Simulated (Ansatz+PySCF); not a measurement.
## doublet C2H3F(+): levels of theory in one basis

| atom | x (Å) | y (Å) | z (Å) |
| --- | --- | --- | --- |
| C | -0.0044 | 0.4358 | -0.0088 |
| C | 1.1931 | -0.1355 | -0.0026 |
| F | -1.1519 | -0.2692 | -0.0027 |
| H | -0.1939 | 1.5050 | 0.0066 |
| H | 1.2916 | -1.2203 | 0.0097 |
| H | 2.0839 | 0.4673 | 0.0100 |

Basis set: cc-pVTZ (spherical functions). Frozen core: 3 orbitals. Correlation on ROHF uses semicanonical orbitals with singles. Charge 1, multiplicity 2.

Computed with Ansatz (development build ahead of 0.2.0) and PySCF 2.14.0; each method stands on the lowest determinant of its kind that the runs found.

| method | E − E(ROHF) (eV) | <S²> of the determinant |
| --- | --- | --- |
| ROHF | 0.00 | 0.75 |
| UHF | -0.08 | 0.76 |
| ROHF-MP2 | -14.32 | – |
| UHF-MP2 | -14.31 | 0.76 |
